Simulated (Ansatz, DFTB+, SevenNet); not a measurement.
# Lattice constant a of double-hcp La: levels of theory against measurement

Reference value: 3.774 Å (measured, 293 K, no zero-point or thermal correction; as tabulated in Wikipedia's data pages).

Task: What do GFN1-xTB as cut by DFTB+, SevenNet-l3i5, LDA, PBE, PBE+SOC, PBEsol, PBE-D3(BJ), rVV10, r²SCAN+SOC, r²SCAN-D4, r²SCAN+rVV10, PBE0 give, and how far is each from the reference?

Result: 
```json
[
 {"level (code)": "GFN1-xTB as cut by DFTB+", "value (Å)": "4.644", "difference (%)": "+23"},
 {"level (code)": "SevenNet-l3i5", "value (Å)": "3.746", "difference (%)": "-0.74"},
 {"level (code)": "LDA (Ansatz)", "value (Å)": "3.594", "difference (%)": "-4.77"},
 {"level (code)": "PBE (Ansatz)", "value (Å)": "3.767", "difference (%)": "-0.19"},
 {"level (code)": "PBE+SOC (Ansatz)", "value (Å)": "3.768", "difference (%)": "-0.16"},
 {"level (code)": "PBEsol (Ansatz)", "value (Å)": "3.658", "difference (%)": "-3.07"},
 {"level (code)": "PBE-D3(BJ) (Ansatz)", "value (Å)": "3.673", "difference (%)": "-2.68"},
 {"level (code)": "rVV10 (Ansatz)", "value (Å)": "3.782", "difference (%)": "+0.21"},
 {"level (code)": "r²SCAN+SOC (Ansatz)", "value (Å)": "3.783", "difference (%)": "+0.24"},
 {"level (code)": "r²SCAN-D4 (Ansatz)", "value (Å)": "3.765", "difference (%)": "-0.24"},
 {"level (code)": "r²SCAN+rVV10 (Ansatz)", "value (Å)": "3.741", "difference (%)": "-0.87"},
 {"level (code)": "PBE0 (Ansatz)", "value (Å)": "3.849", "difference (%)": "+1.99"}
]
```

Leaving aside GFN1-xTB as cut by DFTB+ (doubt noted below): The reference is not for a static lattice or low temperature, so close values are not ranked against it. Off by more than 1.25 %, or 1.75 % on the side where a correction would as a rule narrow the miss (bounds picked here): LDA (-4.77 %), PBEsol (-3.07 %), PBE-D3(BJ) (-2.68 %), PBE0 (+1.99 %).

The reference isn't brought to a static lattice, while the calculations are for one, so the differences are not the levels' errors alone.  GFN1-xTB as cut by DFTB+: the cell has another shape than the first-principles one, perhaps another minimum in the same group. GFN1-xTB as cut by DFTB+: the cell moved over 20 % in volume from its start. GFN1-xTB as cut by DFTB+: the method was fitted mainly to molecules. GFN1-xTB as cut by DFTB+: codes differ in how they cut the long-range tail of xTB's charge interaction in a crystal, so the value belongs to this code. Cutoffs and k meshes differ between the levels. Ansatz's density-functional and Hartree–Fock values are scalar-relativistic unless marked +SOC, with PAW data made under PBE.

Machine-learned potentials (SevenNet-l3i5) are trained on DFT data: a solid inside that data is no test of them.

Differences are worked out from the printed values.

Ansatz is a program for electronic structure.
